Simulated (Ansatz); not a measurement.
# Counterpoise correction, worked out

The pair of HF (SMILES F, atoms 1–2) and C$_{2}$H$_{6}$ (SMILES CC, atoms 3–10), both closed shells, in one local arrangement (a lower one may exist), relaxed at PBE0-D4/def2-TZVP:

| atom | x (Å) | y (Å) | z (Å) |
| --- | --- | --- | --- |
| F1 | -0.2035 | 1.0383 | -2.5134 |
| H2 | -0.0679 | 0.3615 | -1.8985 |
| C3 | -0.0862 | 0.4074 | 1.0289 |
| C4 | 0.1522 | -0.7473 | 0.0713 |
| H5 | -0.2738 | 1.3398 | 0.4918 |
| H6 | -0.9493 | 0.2158 | 1.6697 |
| H7 | 0.7785 | 0.5673 | 1.6760 |
| H8 | 0.3403 | -1.6842 | 0.5998 |
| H9 | 1.0311 | -0.5712 | -0.5595 |
| H10 | -0.7212 | -0.9276 | -0.5661 |

Ansatz 0.2.0; basis: def2-TZVPPD; cores frozen in the correlated methods.

CCSD(T) total energies in eV:

| system | geometry | basis functions | energy |
| --- | --- | --- | --- |
| pair | pair | all | -4898.81564 |
| HF | as in the pair | all (partner as ghosts) | -2730.62489 |
| C$_{2}$H$_{6}$ | as in the pair | all (partner as ghosts) | -2168.12153 |
| HF | as in the pair | its own | -2730.61262 |
| C$_{2}$H$_{6}$ | as in the pair | its own | -2168.11459 |
| HF | free (PBE0-D4 minimum) | its own | -2730.61345 |
| C$_{2}$H$_{6}$ | free (PBE0-D4 minimum) | its own | -2168.11946 |

**Question.** Work out the interaction energy with and without the counterpoise correction, the superposition error, and the binding energy from the relaxed fragments.

**Answer.** Without correction: -4898.81564 − (-2730.61262) − (-2168.11459) = -0.08843 eV.
With correction (each fragment in the whole basis): -4898.81564 − (-2730.62489) − (-2168.12153) = -0.06922 eV = -1.60 kcal/mol.
The superposition error is the difference, 0.01921 eV, 22 % of the uncorrected value: each fragment borrows its partner's functions.
Deformation from the free shapes: 0.00083 eV for HF and 0.00487 eV for C$_{2}$H$_{6}$.
Binding energy from relaxed fragments: -0.06922 + 0.00083 + 0.00487 = -0.06352 eV = -1.46 kcal/mol (electronic, without zero-point energy; negative means bound). For comparison, the corrected interaction energy by CCSD(T) at an estimated basis limit (MP2 extrapolated from triple and quadruple zeta, plus CCSD(T) − MP2 in triple zeta) is -0.081 eV; triple zeta with the correction binds less.

No T1 diagnostic of these runs exceeds 0.011.

For scale, one of the runs: CCSD(T)/def2-TZVPPD, 233 basis functions, launched by `ansatz run in.yaml --threads 4 --pin off --events-out ev --progress --plain --max-ram 9574MiB`. The run took 44 s on 4 CPU threads of an Arm Neoverse V2 (shared host), with 4.3 GiB of host memory at its peak.
